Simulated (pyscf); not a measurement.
PySCF, gas phase, ωB97X-D3(BJ)/def2-SVP geometries.

Q: What is the homolytic dissociation enthalpy (298 K, ωB97M-D3(BJ)/def2-TZVP) of the C–O bond of `[CH3][CH]([CH3])[O][Ge]([OH])([OH])[OH]`, to H₃C–CH•–CH₃ + •O–Ge(OH)(OH)–OH?

A: C–O to H₃C–CH•–CH₃ + •O–Ge(OH)(OH)–OH: 402.6 kJ/mol. The 7 functionals that were run give +369.2 (r²SCAN) to +416.3 kJ/mol (M06-2X). Other isomers of H₃C–CH•–CH₃, •O–Ge(OH)(OH)–OH were not searched in full and may lie lower. Elements up to Kr have no core potential and no relativistic terms here.
